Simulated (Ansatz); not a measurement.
# BH3Cl (doublet): from Hartree-Fock to the top rungs at distance B1–H4 along a hydrogen transfer = 1.460 Å, cc-pVDZ

How much of the correlation energy of BH3Cl (doublet) does each wave-function method recover here?

Computed with Ansatz 0.2.0, Gaussian basis. Level: cc-pVDZ, core rule «outside noble gas», up to 6 orbitals frozen.

The runs, in order: UHF; CCSD(T) on ROHF; CCSD(T) on UHF; BCCD(T) on ROHF; CISD; CCSDT(Q) on ROHF; CCSDT(Q) on UHF; CASSCF and MRCISD+Q, 3 electrons in 3 orbitals; CASSCF and NEVPT2, 3 electrons in 3 orbitals.

19 further runs of the same task are left out: 9 for a known fault of the program, 1 for a mislabelled method, 5 that didn't finish, 4 set aside as unsound or not needed.

### 1 The geometry

The geometry derives from fragments relaxed apart (PBE0/def2-TZVP) and kept rigid, so it is no stationary point. A hydrogen atom is moved between rigid fragments.

5 atoms, charge 0, spin multiplicity 2.

Atoms are counted from 1 here; the program's logs count them from 0.

Bond lengths: B1–H2 1.193 Å, B1–H3 1.193 Å, H4–Cl5 1.394 Å. Angles: H2–B1–H3 120.0°.

### 2 UHF

Input file in.yaml:

```yaml
crystal:
  periodic: [false, false, false]
  atoms:
    - {symbol: B, position_ang: [-2.058349, 0.000000, 0.000000]}
    - {symbol: H, position_ang: [-2.655082, 1.033571, 0.000000]}
    - {symbol: H, position_ang: [-2.655082, -1.033571, 0.000000]}
    - {symbol: H, position_ang: [-0.598349, 0.000000, 0.000000]}
    - {symbol: Cl, position_ang: [0.795651, 0.000000, 0.000000]}
basis:
  gaussian: {orbitals: cc-pVDZ}
magnetization: {spin_polarized: true, initial_magnetization: 1}
hamiltonian: {xc: hf}
output: {orbitals: {seedname: orbitals}}
```

Command:

```console
> ansatz run in.yaml --threads 1 --pin off --events-out ev --progress --plain --max-ram 2393MiB
```

Further steps of the session: CCSD(T) on ROHF; CCSD(T) on UHF; BCCD(T) on ROHF; CISD; CCSDT(Q) on ROHF; CCSDT(Q) on UHF; CASSCF and MRCISD+Q, 3 electrons in 3 orbitals; CASSCF and NEVPT2, 3 electrons in 3 orbitals.

Q: Predict the results of all the runs planned. Wanted: UCCSDT(Q) below the RHF energy; RMP2 from UCCSDT(Q); UMP2 from UCCSDT(Q); RCCSD from UCCSDT(Q); RCCSD(T) from UCCSDT(Q); UCCSD(T) from UCCSDT(Q); RCCSDT(Q) from UCCSDT(Q); NEVPT2 pair from UCCSDT(Q); MRCISD+Q pair from UCCSDT(Q).

As calculated:

| quantity | value |
| --- | --- |
| UCCSDT(Q) below the RHF energy | -7.4006 eV |
| RMP2 from UCCSDT(Q) | +1105.0 meV |
| UMP2 from UCCSDT(Q) | +1145.5 meV |
| RCCSD from UCCSDT(Q) | +167.7 meV |
| RCCSD(T) from UCCSDT(Q) | +30.5 meV |
| UCCSD(T) from UCCSDT(Q) | +31.1 meV |
| RCCSDT(Q) from UCCSDT(Q) | +0.4 meV |
| NEVPT2 pair from UCCSDT(Q) | +1110.1 meV |
| MRCISD+Q pair from UCCSDT(Q) | +47.4 meV |
| levels within 1 kcal/mol (43 meV) | RCCSD(T), UCCSD(T), BCCD(T), RCCSDT, UCCSDT, RCCSDT(Q) |
| T1 diagnostic | 0.018 |

RCCSD(T) lands +30.5 meV from the yardstick (0.4 % of the correlation energy). Of the multireference levels listed MRCISD+Q pair comes nearest in total energy (+47.4 meV), which doesn't show that its space is the better one. These misses are within one basis, not against nature; the frozen cores of restricted and unrestricted runs differ, which can shift their rows.
